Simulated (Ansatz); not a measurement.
**C₂H₃Cl₂N: up Jacob's ladder to CCSD(T)**

An exercise on one series of results from a longer session: the logs are not shown, and one member is left open.

Method: functionals in def2-TZVPP, the program's frozen cores in correlated methods; program: Ansatz 0.2.0, Gaussian basis.

Plan: LDA (SPW92), PBE-D4, revPBE-D4, BLYP-D4, r2SCAN-D4, B97M-V, PBE0-D4, B3LYP-D4, r2SCANh-D4, r2SCAN0-D4, HSE06-D4, BHLYP-D4, CAM-B3LYP-D4, LC-ωPBE, ωB97X-V, ωB97M-V, B2PLYP, PBE-QIDH; CCSD(T)/def2-SVP; CCSD(T)/def2-TZVPP; MP2/def2-QZVPP; extrapolation to the limit; RPA on PBE.

## The geometry

All runs share one geometry, relaxed beforehand with PBE0-D4 in a triple-zeta def2 set.

SMILES `CN=C(Cl)Cl`, 8 atoms, charge 0, spin multiplicity 1.

Atoms are counted from 1 here; the program's logs count them from 0.

Bond lengths: C1–N2 1.434 Å, C1–H6 1.094 Å, C1–H7 1.092 Å, C1–H8 1.092 Å, N2–C3 1.236 Å, C3–Cl4 1.749 Å, C3–Cl5 1.720 Å. Angles: N2–C1–H6 113.9°, N2–C1–H7 108.4°, N2–C1–H8 108.4°, H6–C1–H7 109.5°, H6–C1–H8 109.4°, H7–C1–H8 107.0°, C1–N2–C3 123.9°, N2–C3–Cl4 126.7°, N2–C3–Cl5 121.4°, Cl4–C3–Cl5 111.9°.

As a file:

```mol
C2H3Cl2N
  3D, bonds by distance, orders not assigned

  8  7  0  0  0  0  0  0  0  0999 V2000
   -0.5349   -0.5536    0.8170 C   0  0
   -0.0393    0.6714    0.2592 N   0  0
    0.5763    0.7419   -0.8099 C   0  0
    0.9817   -0.5875   -1.8712 Cl  0  0
    1.1429    2.2473   -1.4206 Cl  0  0
   -0.3115   -1.4375    0.2132 H   0  0
   -0.1067   -0.6764    1.8144 H   0  0
   -1.6164   -0.4628    0.9421 H   0  0
  1  2  8  0
  2  3  8  0
  3  4  8  0
  3  5  8  0
  1  6  8  0
  1  7  8  0
  1  8  8  0
M  END
```

Set-up of the first run:

File in.yaml:

```yaml
crystal:
  periodic: [false, false, false]
  atoms:
    - {symbol: C, position_ang: [-0.534934, -0.553587, 0.817044]}
    - {symbol: N, position_ang: [-0.039262, 0.671404, 0.259165]}
    - {symbol: C, position_ang: [0.576288, 0.741929, -0.809938]}
    - {symbol: Cl, position_ang: [0.981714, -0.587546, -1.871194]}
    - {symbol: Cl, position_ang: [1.142909, 2.247292, -1.420577]}
    - {symbol: H, position_ang: [-0.311487, -1.437467, 0.213161]}
    - {symbol: H, position_ang: [-0.106729, -0.676359, 1.814438]}
    - {symbol: H, position_ang: [-1.616398, -0.462769, 0.942102]}
basis:
  gaussian: {orbitals: def2-TZVPP}
hamiltonian: {xc: lda}
output: {orbitals: {seedname: orbitals}}
```

Started as:

```bash
> ansatz run in.yaml --threads 2 --pin off --events-out ev --progress --plain --max-ram 4352MiB
```

Steps of the session up to this table: LDA; PBE-D4 (GGA); revPBE-D4 (GGA); BLYP-D4 (GGA); r2SCAN-D4 (meta-GGA); B97M-V (meta-GGA); B3LYP-D4 (hybrid); r2SCANh-D4 (hybrid); r2SCAN0-D4 (hybrid); HSE06-D4 (hybrid); BHLYP-D4 (hybrid); CAM-B3LYP-D4 (range-separated); LC-ωPBE (range-separated); ωB97X-V (range-separated); ωB97M-V (range-separated); B2PLYP (double hybrid); PBE-QIDH (double hybrid).

One of the session's tables, all rows but one given; the rest of the session is left out.

It belongs to the step «Frontier levels by functional». 

| functional | HOMO (eV) | gap (eV) |
| --- | --- | --- |
| LDA (SPW92) | -6.91 | 4.99 |
| PBE-D4 | -6.78 | 5.09 |
| revPBE-D4 | -6.73 | 5.13 |
| BLYP-D4 | -6.65 | 5.11 |
| r2SCAN-D4 | -7.13 | 5.60 |
| B97M-V | -7.27 | 5.90 |
| PBE0-D4 | -8.26 | 7.59 |
| B3LYP-D4 | -8.00 | 7.11 |
| r2SCANh-D4 | ? | ? |
| r2SCAN0-D4 | -8.49 | 7.92 |
| HSE06-D4 | -7.86 | 6.80 |
| BHLYP-D4 | -9.53 | 10.07 |
| CAM-B3LYP-D4 | -9.64 | 10.17 |
| LC-ωPBE | -11.00 | 12.66 |
| ωB97X-V | -10.66 | 12.29 |
| ωB97M-V | -10.55 | 12.14 |

Estimate the missing values for r2SCANh-D4.

Worked estimate for «HOMO (eV)». Against the share of exact exchange, r2SCAN-D4 (0, -7.13), r2SCAN0-D4 (0.25, -8.49) give a slope of -5.44 per unit share; at 0.1 the line stands at -7.67.

**Answer.** HOMO (eV): -7.67; gap (eV): 6.53. In «HOMO (eV)» the line misses by 0.00.
